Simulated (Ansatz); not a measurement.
Saddle point of BH$_{2}$SF, closed shell (BH₂SF ([F][BH][SH]) → BHS ([BH][S]) + HF; bonds formed: F2–H4; bonds broken: B1–F2, S3–H4), PBE0-D4/def2-TZVP structure:

```xyz
5
angstrom
B -0.1281 0.4360 0.3429
F 0.8846 -0.8469 0.0077
S -1.2334 0.3592 -0.9127
H 0.2002 -0.8915 -0.7665
H 0.2767 0.9431 1.3284
```

Energies are electronic, without zero-point energy. Barriers and step energies count from the start structure reached by relaxing down the imaginary mode; all methods use the PBE0-D4 structures, on which another method's saddle can fall below an end. Ansatz 0.2.0; basis: def2-TZVPP, with def2-QZVPP for the basis limit; cores frozen in the correlated methods. B3LYP uses VWN-RPA correlation. Extrapolation: Hartree–Fock as exp(−7.88 √X), correlation as X^−2.97.

```json
{"method": "SPW92", "barrier (eV)": "2.002", "step energy (eV)": "2.036"}
{"method": "PBE-D4", "barrier (eV)": "2.108", "step energy (eV)": "1.794"}
{"method": "BLYP-D4", "barrier (eV)": "2.203", "step energy (eV)": "1.697"}
{"method": "r2SCAN-D4", "barrier (eV)": "2.253", "step energy (eV)": "1.881"}
{"method": "B97M-V", "barrier (eV)": "2.377", "step energy (eV)": "1.876"}
{"method": "PBE0-D4", "barrier (eV)": "2.294", "step energy (eV)": "1.884"}
{"method": "B3LYP-D4", "barrier (eV)": "2.347", "step energy (eV)": "1.797"}
{"method": "r2SCAN0-D4", "barrier (eV)": "2.373", "step energy (eV)": "1.933"}
{"method": "BHLYP-D4", "barrier (eV)": "?", "step energy (eV)": "1.923"}
{"method": "CAM-B3LYP-D4", "barrier (eV)": "?", "step energy (eV)": "1.912"}
{"method": "wB97X-V", "barrier (eV)": "2.398", "step energy (eV)": "1.927"}
{"method": "wB97M-V", "barrier (eV)": "2.299", "step energy (eV)": "1.831"}
{"method": "B2PLYP", "barrier (eV)": "2.330", "step energy (eV)": "1.752"}
{"method": "PBE-QIDH", "barrier (eV)": "2.365", "step energy (eV)": "1.869"}
{"method": "RPA on PBE", "barrier (eV)": "2.312", "step energy (eV)": "1.681"}
{"method": "HF", "barrier (eV)": "?", "step energy (eV)": "1.941"}
{"method": "MP2", "barrier (eV)": "2.252", "step energy (eV)": "1.667"}
{"method": "CCSD", "barrier (eV)": "2.459", "step energy (eV)": "1.778"}
{"method": "CCSD(T)", "barrier (eV)": "2.334", "step energy (eV)": "1.711"}
```

Q: Fill in the withheld barriers. (Judge from chemistry; the value comes from the calculation.)

A: The calculation gives: BHLYP-D4 2.565; CAM-B3LYP-D4 2.404; HF 2.914 eV. Each is the energy of the saddle less that of the start structure, by the same method.

For comparison, the barrier by CCSD(T) at an estimated basis limit (MP2 extrapolated from triple and quadruple zeta, plus CCSD(T) − MP2 in triple zeta) is 2.312 eV.

No T1 diagnostic of these runs exceeds 0.017.

Labels in which every atom is bracketed show which atoms are joined, not bond orders.

For scale, one of the runs: CCSD(T)/def2-TZVPP, 132 basis functions, launched by `ansatz run in.yaml --threads 2 --pin off --events-out ev --progress --plain --max-ram 4352MiB`. Time: 10 s of wall clock on 2 CPU threads of an Arm Neoverse V1; the host was shared. Peak host memory: 0.66 GiB.
